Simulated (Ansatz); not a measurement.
We consider zinc-blende GaAs, described by PBE (Ansatz, a program for electronic structure, plane waves, PAW).

The same calculation (at the measured cell, 22.584 Å³/atom) with different numerical settings:

```json
[
 {"run": "1", "k mesh": "4×4×4", "gap on the mesh (eV)": "0.507", "total energy (eV/atom)": "-4319.8313", "rough time": "under 3 core-s"},
 {"run": "2", "k mesh": "6×6×6", "gap on the mesh (eV)": "0.516", "total energy (eV/atom)": "-4319.9079", "rough time": "under 3 core-s"},
 {"run": "3", "k mesh": "8×8×8", "gap on the mesh (eV)": "0.518", "total energy (eV/atom)": "-4319.9180", "rough time": "under 3 core-s"},
 {"run": "4", "k mesh": "12×12×12", "gap on the mesh (eV)": "0.519", "total energy (eV/atom)": "-4319.9203", "rough time": "5 core-s"},
 {"run": "5", "k mesh": "16×16×16", "gap on the mesh (eV)": "0.519", "total energy (eV/atom)": "-4319.9205", "rough time": "7 core-s"},
 {"run": "6", "k mesh": "20×20×20", "gap on the mesh (eV)": "0.519", "total energy (eV/atom)": "-4319.9205", "rough time": "10 core-s"}
]
```

In the column total energy (eV/atom) the first row differs from the last by +0.0892 and the next to last by 0.0000.

The last row is no converged limit: other settings stay fixed.

Spin–orbit coupling is not included.
